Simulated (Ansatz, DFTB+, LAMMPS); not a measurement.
Ladder of methods for the transverse phonon frequency at L of fcc Cu

Reference value: 114 cm⁻¹ (measured, temperature not stated, no zero-point or thermal correction, our sources range from 112 to 114; as tabulated in Savrasov and Savrasov (1996), arXiv:cond-mat/9604124).

| level (code) | value (cm⁻¹) | cell (Å³/atom) |
|---|---|---|
| Lennard-Jones jacobson2022 (LAMMPS) | 228 | 11.66 |
| GFN1-xTB as cut by DFTB+ | 77 | 13.63 |
| SNAP Cu_Zuo_JPCA2020.snap (LAMMPS) | 116 | 12.00 |
| LDA (Ansatz) | 124 | 10.89 |
| BLYP (Ansatz) | ___ | 12.69 |
| PBE (Ansatz) | ___ | 11.95 |
| PBEsol (Ansatz) | 121 | 11.31 |
| revPBE (Ansatz) | ___ | 12.26 |
| RPBE (Ansatz) | ___ | 12.38 |
| PBE-D3(BJ) (Ansatz) | 124 | 11.31 |
| r²SCAN (Ansatz) | 119 | 11.44 |
| r²SCAN+rVV10 (Ansatz) | 121 | 11.29 |

Task: What belongs in the gaps?

Result: 
- BLYP (Ansatz, a program for electronic structure), value (cm⁻¹): 98
- PBE (Ansatz), value (cm⁻¹): 113
- revPBE (Ansatz), value (cm⁻¹): 110
- RPBE (Ansatz), value (cm⁻¹): 109

Differences against the reference: Lennard-Jones jacobson2022 +100 %, GFN1-xTB as cut by DFTB+ -32 %, SNAP Cu_Zuo_JPCA2020.snap +1.8 %, LDA +8.8 %, BLYP -14.0 %, PBE -0.9 %, PBEsol +6.1 %, revPBE -3.5 %, RPBE -4.4 %, PBE-D3(BJ) +8.8 %, r²SCAN +4.4 %, r²SCAN+rVV10 +6.1 %.

Once the reference is moved by up to 3.0 % (a margin picked here for doubts on the reference and the settings, and for temperature and zero-point motion) and values within 1.0 % count as equal, the nearest can be PBE (-0.9 %), SNAP Cu_Zuo_JPCA2020.snap (+1.8 %), revPBE (-3.5 %), RPBE (-4.4 %) or r²SCAN (+4.4 %). Farthest off among them: Lennard-Jones jacobson2022 (+100 %).

The measured value isn't corrected to a static lattice, so vibrations enter the comparison.  GFN1-xTB as cut by DFTB+: the method was fitted mainly to molecules. GFN1-xTB as cut by DFTB+: codes differ in how they cut the long-range tail of xTB's charge interaction in a crystal, so the value belongs to this code. PBE-D3(BJ): the dispersion coefficients are held fixed in the derivatives. Each level is taken at its own relaxed cell. Cutoffs differ between the levels. Ansatz's density-functional and Hartree–Fock values are scalar-relativistic unless marked +SOC, with PAW data made under PBE.

Empirical potentials (Lennard-Jones jacobson2022) are fitted to chosen data: where that held the value shown, agreement is built in, and what lay outside the fit can be far off. Machine-learned potentials (SNAP Cu_Zuo_JPCA2020.snap) are trained on DFT data: a solid inside that data is no test of them.

Differences are worked out from the printed values.
